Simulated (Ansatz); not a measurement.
```yaml
crystal:
  periodic: [false, false, false]
  atoms:
    - {symbol: Cl, position_ang: [-1.012415, -0.158486, -0.001176]}
    - {symbol: B, position_ang: [0.494442, 0.606912, 0.003047]}
    - {symbol: F, position_ang: [1.574971, -0.143548, 0.000009]}
    - {symbol: H, position_ang: [0.620856, 1.770588, 0.008536]}
basis:
  gaussian: {orbitals: def2-TZVP}
hamiltonian: {xc: pbe0}
relax: {f_tol: 0.004, max_steps: 80}
```

```sh
$ ansatz run in.yaml --threads 1 --pin off --events-out ev --progress --plain --max-ram 2176MiB
```

Steps of the relaxation (energy above the last step; positions in Å, forces in eV/Å):

```
4
step 1, 41.9 meV
Cl   -1.012   -0.158   -0.001   -1.274   -0.515   -0.003
B     0.494    0.607    0.003    1.188    0.009    0.001
F     1.575   -0.144    0.000    0.135   -0.025    0.000
H     0.621    1.771    0.009   -0.049    0.532    0.002
```

```
4
step 2, 13.2 meV
Cl   -1.029   -0.162   -0.001   -0.694   -0.284   -0.002
B     0.502    0.603    0.003    0.811    0.096    0.001
F     1.585   -0.146    0.000   -0.054    0.042    0.000
H     0.620    1.782    0.009   -0.063    0.146    0.001
```

```
4
step 3, 0.5 meV
Cl   -1.047   -0.164   -0.001   -0.052   -0.030    0.000
B     0.514    0.601    0.003    0.209   -0.002    0.000
F     1.595   -0.148    0.000   -0.126    0.049    0.000
H     0.616    1.787    0.009   -0.030   -0.017    0.000
```

```
4
step 5, 0.0 meV
Cl   -1.047   -0.164   -0.001    0.001    0.002    0.000
B     0.518    0.602    0.003    0.000   -0.002    0.000
F     1.593   -0.150    0.000   -0.001    0.002    0.000
H     0.614    1.788    0.009    0.000   -0.001    0.000
```

Close pairs at the end: B2–H4 1.190 Å, B2–F3 1.311 Å, Cl1–B2 1.742 Å.

A stationary point of restricted PBE0 after 5 steps (its stability towards spin polarisation wasn't tested); no frequencies were run, so it isn't proven a minimum. 13 s on 1 thread of Arm Neoverse V2, shared host.
